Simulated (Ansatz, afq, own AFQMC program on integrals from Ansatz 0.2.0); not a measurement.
Integrals from Ansatz 0.2.0, then the random walk in our own AFQMC program (afq).

```yaml
crystal:
  periodic: [false, false, false]
  atoms:
    - {symbol: Hf, position_ang: [0.000000, 0.000000, 0.000000]}
basis:
  gaussian: {orbitals: def2-SVP}
total_charge: 1
magnetization: {spin_polarized: true, initial_magnetization: 1}
correlation: {method: ccsd_t, electrons: outside_noble_gas, hamiltonian_folder: ham}
```

```sh
$ ansatz run in.yaml --threads 1 --pin off --events-out ev --progress --plain --max-ram 24576MiB --backend cuda --devices 0, --max-vram 18GiB
```

Options of the walk:

```
--method free --trial cisd --walkers 4000 --time-step 0.03 --max-blocks 4000 --target-error 0.00022 --factor-cut 1e-05 --seed 4075 --times 0,0.3,0.6,1.2,1.8,2.4,3.6,4.8,6 --taylor-order 8
```

Times are imaginary, in 1/Eh. The walk had a cap of 61 s. Core potentials past Kr, no spin–orbit coupling.

```
orbitals 28  electrons 2 1  factors 199 of 199
reference energy -47.15093565 Eh
CCSD correlation -0.02589033 Eh in 19 cycles, weight of the determinant in the CISD state 0.8651
repeat  energy at the last time / Eh  error
    10  -47.177984  0.000014
    20  -47.177975  0.000012
    30  -47.177977  0.000009
time / (1/Eh)  energy / Eh  error  mean overlap
  0.00  -47.176824  0.000001  1.1559
  0.30  -47.177170  0.000002  1.1556
  0.60  -47.177393  0.000003  1.1548
  1.20  -47.177638  0.000004  1.1549
  1.80  -47.177761  0.000004  1.1552
  2.40  -47.177829  0.000005  1.1546
  3.60  -47.177914  0.000006  1.1536
  4.80  -47.177952  0.000008  1.1538
  6.00  -47.177974  0.000009  1.1562
energy -47.177974 +/- 0.000009 Eh
```

Task: Estimate how long the walk took on 1 × NVIDIA H100 80GB HBM3 with 2 threads of AMD EPYC 7R13 Processor (Zen 3), on a shared host (the card was shared).

Result: 27 s of wall time.

The run passed its tests (error under three times the target), which doesn't prove that it has relaxed.

Against this walk (error 0.3 meV) on the same determinant: CCSD(T) 11.3 meV higher, full CI 6.1 meV lower. The error is statistical, and a free projection of finite length keeps a remainder of its start. The determinant has ⟨S²⟩ = 1.42, so the low cluster orders mix in higher spin, and so can this walk. Full CI is exact here, so the walk's 6 meV above it is the walk's own error: what remains of the start. The determinant is a poor start (see the cautions), so the low cluster orders aren't to be relied on, and full CI is the sure value.

Cautions: remainder of the start not in the error; start is not spin pure; no spin-orbit coupling; outer-core shells of the metal frozen; strong correlation (T1 0.096, weight of the determinant 0.87, largest double 0.15); unrestricted determinant spin contaminated (⟨S²⟩ 1.42 against 0.75).

A walk keeps the symmetry of its determinant, which the program's search chose and which needn't be the lowest solution, so a lower state of the same spin and another symmetry isn't excluded.
